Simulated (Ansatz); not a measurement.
Compare A (`C1=CCC=CC1`) with its isomer B (`C1CC2=C1CC2`).

Program: Ansatz. Geometries: PBE0-D4/def2-TZVP. ΔE: electronic, gas phase. CBS: MP2 limit from def2 TZ/QZ plus the TZ coupled-cluster correction, frozen cores. Functionals use def2-TZVPP. B3LYP here is the variant with VWN-RPA as its local correlation; programs differ in this.

(1) Which is lower in electronic energy at CCSD(T)/CBS, and by how much? (An estimate is asked.)

(2) Give E(B) − E(A) in kJ/mol with ωB97M-V, B3LYP-D4, PBE-D4, MP2/def2-TZVPP, CCSD(T)/def2-SVP, BLYP-D4, CCSD(T)/def2-TZVPP. (An estimate is asked.)

(3) Does the order hold for the free energy at 298.15 K (harmonic terms from PBE0-D4)? (Best estimate.)

Largest T1 diagnostic: 0.011.

Results:

(1) The calculation gave: A, by 276.8 kJ/mol.

(2) The calculation gave: ωB97M-V 269.6, B3LYP-D4 290.4, PBE-D4 258.0, MP2/def2-TZVPP 264.8, CCSD(T)/def2-SVP 277.7, BLYP-D4 287.5, CCSD(T)/def2-TZVPP 275.0. None reverses the order clearly.

(3) Ansatz gave: Yes: G(B) − G(A) = +271.3 kJ/mol.

Leaving LDA and LC-ωPBE aside and taking each functional with its dispersion term where it has one, the values, not all of them listed here, spread over 42.0 kJ/mol, from PBE-D4 to BHLYP-D4. The D4 term adds +6.4 kJ/mol with B3LYP and +3.3 kJ/mol with PBE0; it sums over pairs of atoms, weighted by their polarisabilities, and B3LYP, whose exchange is more repulsive, gets the larger term.
